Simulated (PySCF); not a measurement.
Compound: DPP, C6H4N2O2.
SMILES with atom numbers: `[O:1]=[C:2]1[NH:3][CH:4]=[C:5]2[C:6](=[O:7])[NH:8][CH:9]=[C:10]12` (hydrogens: H11 on N3; H12 on C4; H13 on N8; H14 on C9)

Computed with PBE0-D3(BJ)/def2-SVP geometry optimisation, gas phase in PySCF 2.14.0.

Question: Give the optimised bond lengths and angles.

Answer: 
```json
{"bond": "O1=C2, C6=O7", "length (Å)": "1.207", "order": "double"}
{"bond": "C2–N3, C6–N8", "length (Å)": "1.425", "order": "single"}
{"bond": "N3–C4, N8–C9", "length (Å)": "1.371", "order": "single"}
{"bond": "C4=C5, C9=C10", "length (Å)": "1.365", "order": "double"}
{"bond": "C2–C10, C5–C6", "length (Å)": "1.464", "order": "single"}
{"bond": "C5–C10", "length (Å)": "1.439", "order": "single"}
{"bond": "N3–H11, N8–H13", "length (Å)": "1.012", "order": "single"}
{"bond": "C4–H12, C9–H14", "length (Å)": "1.090", "order": "single"}
```

Bonds in one row agree within 0.01 Å and their mean is given. Orders are formal, as drawn. A selection of angles:
```json
{"angle": "O1–C2–N3", "degrees": "124.1"}
{"angle": "O1–C2–C10", "degrees": "133.8"}
{"angle": "N3–C2–C10", "degrees": "102.1"}
{"angle": "C2–N3–C4", "degrees": "112.6"}
{"angle": "C2–N3–H11", "degrees": "121.6"}
{"angle": "C4–N3–H11", "degrees": "125.7"}
{"angle": "N3–C4–C5", "degrees": "108.8"}
{"angle": "N3–C4–H12", "degrees": "121.2"}
{"angle": "C5–C4–H12", "degrees": "130.0"}
{"angle": "C4–C5–C6", "degrees": "143.5"}
{"angle": "C4–C5–C10", "degrees": "107.7"}
{"angle": "C6–C5–C10", "degrees": "108.7"}
{"angle": "H13–N8–C6", "degrees": "121.6"}
{"angle": "H13–N8–C9", "degrees": "125.7"}
```

Torsions: O1–C2–N3–C4 180° (antiperiplanar); C2–N3–C4–C5 0° (synperiplanar); N3–C4–C5–C6 180° (antiperiplanar); C4–C5–C6–O7 0° (synperiplanar); C5–C6–N8–C9 0° (synperiplanar); C6–N8–C9–C10 0° (synperiplanar); N8–C9–C10–C2 180° (antiperiplanar); O1–C2–C10–C9 0° (synperiplanar); C4–C5–C10–C9 180° (antiperiplanar).

The 5-membered ring C2–N3–C4–C5–C10 has internal angles of 102.1° to 112.6°; it is planar, 0.00 Å rms from its mean plane, widest ring torsion 0°. The 10 heavy atoms lie in one plane (0.001 Å rms). The 5-membered ring C5–C6–N8–C9–C10 has internal angles of 102.1° to 112.7° (sum 540°, against 540° for a flat polygon); it is planar, 0.00 Å rms from its mean plane, widest ring torsion 0°. The 5 C–C bonds span 1.365 Å (C9=C10, drawn double) to 1.464 Å (C5–C6, drawn single), a spread of 0.099 Å. The 4 C–N bonds span 1.371 Å (N8–C9, drawn single) to 1.425 Å (C2–N3, drawn single), a spread of 0.054 Å. N3 (amide nitrogen) is planar (angles 125.7°, 121.6° and 112.6°, sum 360.0°, 0.00 Å off the plane of its three neighbours).

Point group: C2h (every atom within 0.08 Å of its image). No PBE0-D3(BJ)/def2-SVP frequencies stand behind this structure, so it isn't proved a minimum.
